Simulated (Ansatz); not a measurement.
# BFH3Si+ (SMILES FB[SiH2+]): one structure at several levels

The task here is to estimate one member of a computed series from the others.

Computed with Ansatz 0.2.0, Gaussian basis. Level: single points in def2-TZVPP.

Correlated methods freeze the cores.

## The starting structure

SMILES `FB[SiH2+]`, 6 atoms, charge 1, spin multiplicity 1.

Atoms are counted from 1 here; the program's logs count them from 0.

Bond lengths: F1–B2 1.254 Å, B2–Si3 2.075 Å, B2–H4 1.221 Å, Si3–H5 1.546 Å, Si3–H6 1.466 Å. Angles: F1–B2–Si3 115.2°, F1–B2–H4 127.3°, Si3–B2–H4 117.2°, B2–Si3–H5 119.6°, B2–Si3–H6 118.9°, H5–Si3–H6 120.9°.

Coordinates:

```
F    -1.25234   -1.49459    0.42603
B    -0.22903   -1.08470   -0.17203
Si    0.23453    0.91455    0.13613
H     0.44808   -1.69623   -0.98411
H     1.42711    1.54735   -0.61633
H    -0.68444    1.74191    0.92403
```

The first run:

Input file run/in.yaml:

```yaml
crystal:
  periodic: [false, false, false]
  atoms:
    - {symbol: F, position_ang: [-1.252342, -1.494589, 0.426028]}
    - {symbol: B, position_ang: [-0.229030, -1.084701, -0.172034]}
    - {symbol: Si, position_ang: [0.234527, 0.914554, 0.136127]}
    - {symbol: H, position_ang: [0.448077, -1.696225, -0.984109]}
    - {symbol: H, position_ang: [1.427112, 1.547348, -0.616326]}
    - {symbol: H, position_ang: [-0.684442, 1.741910, 0.924031]}
basis:
  gaussian: {orbitals: def2-TZVPP}
total_charge: 1
hamiltonian: {xc: pbe, dispersion: d4}
output: {forces: true}
```

Command:

```console
$ ansatz run in.yaml --threads 2 --pin off --events-out ev --progress --plain --max-ram 3481MiB
```

Among the steps run: PBE-D4/def2-TZVPP; r2SCAN-D4/def2-TZVPP; PBE0-D4/def2-TZVPP; wB97M-V/def2-TZVPP; CCSD(T)/def2-TZVPP.

One of the session's tables, all rows but one given; the rest of the session is left out.

```
   method  RMS force component (eV/Å)  angle to CCSD(T) forces (°)
   PBE-D4                       1.005                          9.3
r2SCAN-D4                       0.935                          2.7
  PBE0-D4                           ?                            ?
  wB97M-V                       0.974                          3.2
  CCSD(T)                       1.009                    reference
```

Q: Estimate the row for PBE0-D4 from the others.

**Answer.** RMS force component (eV/Å): 0.872; angle to CCSD(T) forces (°): 4.1. In the column «RMS force component (eV/Å)» it is the lowest.
